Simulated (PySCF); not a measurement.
Relaxation of triplet ClF₃

Computed with UPBE0/[Cl def2-SVP, F def2-SVP], no relativity, density fitting, PySCF. A (50,194) grid was used.

A start displaced from a saddle point along its imaginary mode, of Cs symmetry, held to at least that symmetry:

Coordinates in bohr (charge 0 multiplicity 3):
```
Cl    0.0000    0.2268   -0.8644
F     0.0000   -0.0001    3.3209
F     3.2333   -0.2087   -0.8650
F    -3.2333   -0.2087   -0.8650
```

Optimiser trace:
```json
{"step": "0", "E − E(last) (kJ/mol)": "7.20", "largest gradient (Eh/bohr)": "0.00819"}
{"step": "1", "E − E(last) (kJ/mol)": "0.95", "largest gradient (Eh/bohr)": "0.00658"}
{"step": "2", "E − E(last) (kJ/mol)": "0.37", "largest gradient (Eh/bohr)": "0.00227"}
{"step": "3", "E − E(last) (kJ/mol)": "0.07", "largest gradient (Eh/bohr)": "0.00166"}
{"step": "4", "E − E(last) (kJ/mol)": "0.02", "largest gradient (Eh/bohr)": "0.00067"}
{"step": "5", "E − E(last) (kJ/mol)": "0.00", "largest gradient (Eh/bohr)": "0.00027"}
{"step": "6", "E − E(last) (kJ/mol)": "0.00", "largest gradient (Eh/bohr)": "0.00007"}
```

It ends at Cs with Cl–F 1.717 Å (×2); F–Cl–F 153.2°. The molecule has come apart into ClF₂ + F. A frequency run shows a minimum.

At this level a singlet minimum of C2v symmetry lies 123 kJ/mol below this structure.

The relaxation took about 23 core-seconds on a shared host.
